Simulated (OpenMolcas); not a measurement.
C2H6Si (vinylsilane): the HOMO–LUMO gap, rung by rung

C2H6Si has 9 atoms, charge 0, and is taken as a singlet. As SMILES, `C=C[SiH3]`. The coordinates come from a PBE0-D4/def2-TZVP relaxation.

Each level gives the HOMO–LUMO gap (eV). The values are calculated.

| level | kind | program | value (eV) |
| --- | --- | --- | --- |
| HF/6-311+G** | Hartree–Fock | OpenMolcas | 12.01 |
| SVWN5/6-311+G** | LDA | OpenMolcas | 5.34 |
| BLYP/6-311+G** | GGA | OpenMolcas | 5.36 |
| revPBE/6-311+G** | GGA | OpenMolcas | 5.41 |
| M06-L/6-311+G** | meta-GGA | OpenMolcas | 5.83 |
| BHLYP/6-311+G** | global hybrid | OpenMolcas | 9.48 |
| M06-2X/6-311+G** | hybrid meta-GGA | OpenMolcas | 9.47 |
| B2PLYP/6-311+G** | double hybrid | OpenMolcas | 9.60 |

The values span 5.34 to 12.01 eV. Orbital gaps aren't excitation energies, and those of double hybrids come from the SCF part alone; they tend to grow with the share of exact exchange.
